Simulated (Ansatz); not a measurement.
in.yaml

```yaml
crystal:
  periodic: [false, false, false]
  atoms:
    - {symbol: Si, position_ang: [0.000000, 0.000000, 0.000000]}
    - {symbol: N, position_ang: [0.000000, 0.000000, 1.889128]}
basis:
  gaussian: {orbitals: cc-pVDZ, occupation: {up: {"A1": 7, "B1": 3, "B2": 2}, down: {"A1": 7, "B1": 1, "B2": 1}}}
magnetization: {spin_polarized: false, initial_magnetization: 3}
correlation: {method: fci, electrons: outside_noble_gas}
```

```sh
$ ansatz run in.yaml --threads 2 --pin off --events-out ev --progress --plain --max-ram 49920MiB --backend cuda --devices 0, --max-vram 37GiB
```

Task: Roughly how long does this take on 2 threads of AMD EPYC 7R13 with a shared H100 80 GB, shared host, and how much host memory?

Result: 18 s wall and 1.6 GiB.

```
576 factors; integrals over basis functions are off by at most 1.2e-7 eV
mean field evaluation 1: about -9339.3633 eV, gradient 8.5e0 eV
mean field evaluation 2: about -9339.8675 eV, gradient 3.9e-1 eV
mean field evaluation 4: about -9339.8718 eV, gradient 2.6e-2 eV
mean field evaluation 8: about -9339.8718 eV, gradient 2.2e-6 eV
mean field -9339.87175460 eV, -343.2339561891 hartree, gradient 2.2e-6 eV, S^2 3.750000; 0 other end points of the search recorded, 0 dependent functions left out
mean field evaluation 16: about -9338.8027 eV, gradient 2.8e-1 eV
mean field evaluation 32: about -9339.2054 eV, gradient 1.2e0 eV
mean field evaluation 64: about -9336.9380 eV, gradient 9.1e0 eV
mean field evaluation 96: about -9339.3782 eV, gradient 2.5e-1 eV
6 core orbitals not correlated: weight in the atoms' cores, before any rotation towards them, 1.000 or more for the frozen orbitals, at most 0.000 for the correlated occupied ones
reference -9339.87175460 eV, -343.2339561891 hartree; 6, 3 occupied and 20, 23 virtual orbitals, 576 factors
state -9345.31681891 eV, -343.4340586118 hartree
Total energy: -9345.31681891 eV, -343.4340586118 hartree
```

Natural occupations: 1.9691 1.9427 1.8965 0.9971 0.9890 0.9811 0.0585 0.0581 0.0130 0.0129 0.0120 0.0109 0.0100 0.0073 0.0057 0.0054 0.0051 0.0049 0.0048 0.0040 0.0039 0.0031 0.0023 0.0015.
